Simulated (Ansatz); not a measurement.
# AlFHO radical: basis-set convergence

One table from this session's results is given with a row withheld; the runs are named, their logs left out.

The runs use Ansatz 0.2.0, Gaussian basis; one geometry, several basis sets.

Levels to be run: PBE0-D4/def2-SVP; ωB97M-V/def2-SVP; PBE0-D4/def2-QZVPP; ωB97M-V/def2-QZVPP; the functionals' def2-TZVPP values are taken from earlier runs.

## The geometry

All runs share one geometry, relaxed beforehand with PBE0-D4 in a triple-zeta def2 set.

SMILES `[O][AlH][F]`, 4 atoms, charge 0, spin multiplicity 2.

Atoms are counted from 1 here; the program's logs count them from 0.

Bond lengths: O1–Al2 1.731 Å, Al2–F3 1.641 Å, Al2–H4 1.564 Å. Angles: O1–Al2–F3 117.5°, O1–Al2–H4 119.2°, F3–Al2–H4 123.3°.

Coordinates:

```xyz
4
AlFHO
O    -0.12831   -1.06162    1.29942
Al    0.03818    0.02608   -0.03705
F    -1.12652   -0.01027   -1.19223
H     1.27215    0.98560   -0.09044
```

Set-up of the first run:

Input file in.yaml:

```yaml
crystal:
  periodic: [false, false, false]
  atoms:
    - {symbol: O, position_ang: [-0.128309, -1.061616, 1.299421]}
    - {symbol: Al, position_ang: [0.038180, 0.026084, -0.037049]}
    - {symbol: F, position_ang: [-1.126521, -0.010268, -1.192231]}
    - {symbol: H, position_ang: [1.272150, 0.985600, -0.090441]}
basis:
  gaussian: {orbitals: def2-SVP}
magnetization: {spin_polarized: true, initial_magnetization: 1}
hamiltonian: {xc: pbe0, dispersion: d4}
output: {orbitals: {seedname: orbitals}}
```

Among the steps run: PBE0-D4 in def2-SVP; ωB97M-V in def2-SVP; PBE0-D4 in def2-QZVPP; ωB97M-V in def2-QZVPP.

One table of the session follows, with a row left open; its other results are not shown here.

It belongs to the step «Density functionals: the series». 

```
functional       basis  HOMO (eV)  LUMO (eV)
   PBE0-D4    def2-SVP      -9.18      -4.45
   PBE0-D4  def2-TZVPP      -9.42      -4.64
   PBE0-D4  def2-QZVPP      -9.47      -4.68
   ωB97M-V    def2-SVP     -11.64      -2.11
   ωB97M-V  def2-TZVPP          ?          ?
   ωB97M-V  def2-QZVPP     -11.97      -2.47
```

Estimate the missing values for ωB97M-V, def2-TZVPP.

The run gave: HOMO (eV): -11.92; LUMO (eV): -2.41. In the column «HOMO (eV)» it lies between ωB97M-V, def2-QZVPP (-11.97) and ωB97M-V, def2-SVP (-11.64).
